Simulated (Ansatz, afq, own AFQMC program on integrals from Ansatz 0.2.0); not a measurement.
Integrals from Ansatz 0.2.0, then the random walk in our own AFQMC program (afq).

```yaml
crystal:
  periodic: [false, false, false]
  atoms:
    - {symbol: Cu, position_ang: [0.000000, 0.000000, 0.000000]}
    - {symbol: Cl, position_ang: [0.000000, 0.000000, 2.140600]}
basis:
  gaussian: {orbitals: def2-TZVP}
magnetization: {spin_polarized: true, initial_magnetization: 2}
correlation: {method: ccsd_t, electrons: outside_noble_gas, hamiltonian_folder: ham}
```

```sh
$ ansatz run in.yaml --threads 1 --pin off --events-out ev --progress --plain --max-ram 15360MiB --backend cuda --devices 0, --max-vram 18GiB
```

afq runs on the folder ham with

```
--method phaseless --trial cisd --walkers 4000 --populations 20 --least-time 60 --time-step 0.005 --steps-per-block 50 --equilibration-blocks 40 --max-blocks 4000 --target-error 0.00026 --factor-cut 1e-05 --start spin_pure --seed 8044 --release-times 0.24,0.5,1 --release-step 0.02 --release-every 4 --taylor-order 6
```

Times are imaginary, in 1/Eh. The walk had a cap of 317 s. With eight or more populations the least sampling time is a fifth of least-time, and the error comes from their spread.

afq prints:

```
orbitals 68  electrons 10 8  factors 535 of 683
reference energy -2098.47540618 Eh
CCSD correlation -0.49910130 Eh in 17 cycles, weight of the determinant in the CISD state 0.8451
energy of the start -2098.974509 Eh
 block  time / (1/Eh)  mean weight  energy / Eh
     1     0.250  0.9995  -2098.970294
     2     0.500  0.9997  -2098.977642
     3     0.750  0.9997  -2098.980754
     4     1.000  0.9998  -2098.983443
     5     1.250  0.9998  -2098.986803
     8     2.000  1.0002  -2098.988971
    11     2.750  0.9998  -2098.989579
    17     4.250  1.0001  -2098.990050
    23     5.750  0.9996  -2098.992418
    29     7.250  1.0002  -2098.989256
    35     8.750  1.0001  -2098.990324
    41    10.250  1.0001  -2098.990394
    45    11.250  0.9996  -2098.987890
    47    11.750  0.9998  -2098.989313
    53    13.250  1.0005  -2098.989989
    59    14.750  1.0005  -2098.989665
    65    16.250  0.9998  -2098.990519
    71    17.750  1.0003  -2098.989944
    73    18.250  1.0004  -2098.992937
    77    19.250  1.0003  -2098.990057
    83    20.750  0.9996  -2098.989974
    89    22.250  1.0002  -2098.991005
error from the spread of 20 populations
released: time / (1/Eh)  energy / Eh  error  mean overlap
  0.24  -2098.990807  0.000362  0.9963
  0.50  -2098.991192  0.000295  0.9923
  1.00  -2098.990640  0.000486  0.9891
energy -2098.990483 +/- 0.000255 Eh
(rows thinned)
```

The run passed its tests (sampling time, drift between the halves within three errors, error under three times the target), which doesn't prove that it has relaxed.

Against this walk (error 6.9 meV) on the same determinant: CCSD(T) 14.4 meV higher, CCSDT(Q) 34.2 meV lower. The error is statistical and leaves out the bias of the constraint. Released to 1.00 1/Eh the energy moves by -4 ± 15 meV (both errors), within twice the noise. CCSDT(Q) is the surest value here, so the walk's 34 meV above it is most likely the bias of the constraint with this trial, which can have either sign.

Cautions: constraint bias not in the error; no relativity below Rb; outer-core shells of the metal frozen; another spin lies lower (by 2.37 eV).

The walk took 90 s on 1 × NVIDIA H100 80GB HBM3 with 2 threads of AMD EPYC 7R13 Processor (Zen 3), with other jobs on the host (the card was shared). The log's last line is the phaseless energy.

CCSDT and higher add their correlation energy to the determinant of the CCSD(T) run, since their own runs factorise the integrals more tightly (a shift of under 2 meV). A walk keeps the symmetry of its determinant, which the program's search chose and which needn't be the lowest solution, so a lower state of the same spin and another symmetry isn't excluded.
